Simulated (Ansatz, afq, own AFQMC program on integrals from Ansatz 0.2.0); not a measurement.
# Atomization energy of PtN$_{2}$, triplet

```
atom   x (Å)    y (Å)    z (Å)
  Pt  0.0000   0.0180   1.7500
   N  0.0000  -0.1211  -0.3381
   N  0.0000   0.1031  -1.4119
```

Connectivity, by distances: Pt–N–N.

Atoms in their ground-state spins without spin–orbit coupling (mostly on UHF) minus the molecule (UHF), without zero-point energy. The geometry is a stationary point, not shown to be a minimum.

Basis def2-SVP with its core potentials. Noble-gas cores (and the filled d shells of Ga–Kr and In–Xe) are frozen. AFQMC by an in-house program on the Cholesky factors that Ansatz 0.2.0 writes for its CCSD(T) run. ph-AFQMC/CISD is guided by a CISD state made of CCSD amplitudes; releasing the constraint for a short imaginary time cuts its bias at the price of noise, slowly where states lie close. Uncertainties: one standard error, sampling alone. No spin–orbit coupling. The metal's outer-core s and p shells are frozen, which shifts wave-function levels against functionals. The errors of all members are added in quadrature.

No full CI on the walks' own integrals is used here; CCSDT(Q) serves as the reference and is uncertain by about the last step of the cluster series. Each member takes its own surest rung, up to full CI.

The best estimate is CCSD(T) at the basis-set limit (CBS: def2-TZVPP and def2-QZVPP, with their diffuse functions for anions and beside diffuse sets, CCSD(T) itself extrapolated) plus the step from CCSD(T) to CCSDT(Q) in def2-SVP. Rows without CBS are in def2-SVP, the functionals in def2-TZVP; B2PLYP and the wave-function rows carry a basis error of their own. Core correlation and relativity beyond core potentials are missing, and ± holds the sampling alone.

Cautions: no spin-orbit coupling; outer-core shells of the metal frozen; PtN₂ (triplet): another spin lies lower, the released energies get too noisy after the second time (errors over twice the walk's own, or jumping), so no released level is given (meV from the phaseless value at times in 1/Eh: -3 ± 6 at 0.24, -10 ± 7 at 0.60, -42 ± 20 at 1.20, -44 ± 13 at 1.80, -27 ± 27 at 2.60), its ph-AFQMC/CISD value lies 30 ± 6 meV above CCSDT(Q).

```json
{"level": "B3LYP", "atomization energy (eV)": "10.006"}
{"level": "wB97M-V", "atomization energy (eV)": "9.998"}
{"level": "PBE0", "atomization energy (eV)": "9.948"}
```

Problem. From these cheaper values, estimate the atomization energy at the level of the best estimate.

Solution. 9.959 eV (best estimate, highest rung CCSDT(Q)).

```
        level  atomization energy (eV)  error against the best estimate (eV)
           HF                    4.236                                -5.723
          MP2                    9.366                                -0.593
         CCSD                    8.514                                -1.445
      CCSD(T)                    8.892                                -1.067
        CCSDT                    8.885                                -1.074
     CCSDT(Q)                    8.940                                -1.018
ph-AFQMC/CISD            8.922 ± 0.006                        -1.037 ± 0.006
       HF/CBS                    4.457                                -5.502
      MP2/CBS                   10.501                                 0.542
  CCSD(T)/CBS                    9.912                                -0.047
          PBE                   10.969                                 1.010
       r2SCAN                    9.959                                 0.000
       B2PLYP                    9.986                                 0.028
```

Correlation beyond CCSD(T) adds 0.047 eV. Going to the basis-set limit adds 1.020 eV at CCSD(T). The perturbative (T) step is worth +0.378 eV.

Best estimates are given only where the step beyond CCSD(T) is under 0.3 eV and no member's determinant is very poor (T1 over 0.05, or 0.07 for open shells, ⟨S²⟩ too high by 0.3, two states mixed), so the hardest cases are missing from such tables.

The functionals ran in a triple-zeta set and keep a basis error of their own, a few kJ/mol for each bond in atomization energies and more for double hybrids, so close places among them and the extrapolated levels can swap.

CCSDT and higher add their correlation energy to the determinant of the CCSD(T) run, since their own runs factorise the integrals more tightly (a shift of under 2 meV). Each member of a difference takes its own highest rung, so a best estimate needn't equal the limit plus the step of one row. A walk keeps the symmetry of its determinant, which the program's search chose and which needn't be the lowest solution, so a lower state of the same spin and another symmetry isn't excluded. The exponents were fitted on light atoms, and def2 sets of heavy atoms don't grow evenly, so the limit is rough here.
